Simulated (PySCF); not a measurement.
A made-up structure of C$_{2}$H$_{4}$Si, closed shell:

```csv
atom,x (Å),y (Å),z (Å)
C1,-1.6053,-1.1701,-0.5207
Si2,-0.7632,-0.0535,0.3114
C3,0.9724,0.6447,0.2418
H4,-2.5124,-1.7236,-0.6975
H5,1.0959,1.2005,-0.6885
H6,-0.8933,-1.9541,-0.5650
H7,1.6849,-0.1801,0.2702
```

It is relaxed with PBE-D4/def2-SVP and then PBE0-D4/def2-TZVP (PySCF 2.14 with density fitting (its default auxiliary sets; JK sets also for MP2 and CCSD(T))). Atoms count as bonded within 1.22 times the sum of their covalent radii (H–H: 0.88 Å). The end point is not checked to be a true minimum.

(1) Does its bonding change? (Judge from chemistry; the calculation decides.)

Results:

(1) Computed: No: no bond forms or breaks.

Where it ends: The first stage lowers the energy by 2.08 eV in 26 steps. It ends as C₂H₄Si (C=[Si]=C):
C1  (-1.478, -1.587, -0.680)
Si2  (-0.298, -0.463, -0.248)
C3  (0.883, 0.660, 0.186)
H4  (-2.508, -1.463, -0.374)
H5  (1.103, 1.513, -0.443)
H6  (-1.230, -2.457, -1.275)
H7  (1.446, 0.552, 1.104)
(Å)

For scale, one of the runs: PBE0-D4/def2-TZVP relaxation, 123 basis functions, launched by `OMP_NUM_THREADS=2 python run.py`. Hardware: 2 CPU threads of an Intel Xeon Platinum 8488C, shared host. Wall time 60 s; peak host memory 1.2 GiB.
